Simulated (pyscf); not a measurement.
**Routes from H₃Si–AsH–SiH₃ + H•**

Candidate steps break at most two bonds and form at most two. Each was searched with GFN2-xTB (tblite) first. Single points on ωB97X-D3(BJ)/def2-SVP structures (PySCF, gas phase). Energies: ωB97M-D3(BJ)/def2-TZVP, kcal/mol, from the separated reactants, doublet surface; ΔG‡ with ideal gas, 1 atm, RRHO with modes under 100 cm⁻¹ raised to 100, one conformer, R ln 2 for chiral ones without a mode under 150 cm⁻¹.

```csv
products,type,ΔE‡,ΔE,ΔG‡ 298 K,ΔG‡ 900 K,ν‡ (cm⁻¹)
SiH₄ + H₃Si–AsH•,substitution at Si,3.5,-28.1,10.1,24.3,565i
•H₂Si–AsH–SiH₃ + H₂,hydrogen abstraction,4.2,-13.7,9.2,22.5,911i
```

Plain bond fissions and candidates not yet searched are not listed, and one of them may be faster. Each barrier is that of the saddle found; lower ones may exist. Elements up to Kr have no core potential and no relativistic terms here.
